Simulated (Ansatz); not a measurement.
**Breaking a bond in SiH2 (SMILES [SiH2])**

SiH2 has 3 atoms, charge 0, and is taken as a singlet. SMILES: `[SiH2]`. Geometry: relaxed at PBE0-D4/def2-TZVP.

```xyz
3

Si   -0.4912    0.4686   -0.2136
H     0.8403    0.5786    0.5225
H    -0.3491   -1.0472   -0.3089
```

The Si1–H2 distance is scanned; the parts on either side stay rigid. Basis 3-21G, 5 core orbitals frozen in the correlated methods; program Ansatz 0.2.0. FCI is exact within this basis and core. Energies in eV from each method's value at 1.525 Å; methods without a U are spin-restricted. The shape above is that at 1.525 Å.

```json
{"distance (Å)": "1.525", "PBE0": "0.00", "BHLYP": "0.00", "r2SCAN0": "0.00", "wB97M-V": "0.00", "CCSDT": "0.00", "FCI": "0.00"}
{"distance (Å)": "1.907", "PBE0": "0.52", "BHLYP": "0.60", "r2SCAN0": "0.56", "wB97M-V": "0.56", "CCSDT": "0.43", "FCI": "0.43"}
{"distance (Å)": "2.288", "PBE0": "1.52", "BHLYP": "1.66", "r2SCAN0": "1.58", "wB97M-V": "1.61", "CCSDT": "1.23", "FCI": "1.23"}
{"distance (Å)": "3.051", "PBE0": "3.29", "BHLYP": "3.56", "r2SCAN0": "3.41", "wB97M-V": "3.54", "CCSDT": "2.33", "FCI": "2.34"}
{"distance (Å)": "3.814", "PBE0": "4.39", "BHLYP": "4.80", "r2SCAN0": "4.54", "wB97M-V": "4.87", "CCSDT": "2.65", "FCI": "2.66"}
```

Departure from the FCI curve at its largest: PBE0 +1.73 eV at 3.81 Å; BHLYP +2.14 eV at 3.81 Å; r2SCAN0 +1.89 eV at 3.81 Å; wB97M-V +2.22 eV at 3.81 Å; CCSDT within 0.005 eV. Functionals converge differently with the basis, so for them the departure isn't an error alone.
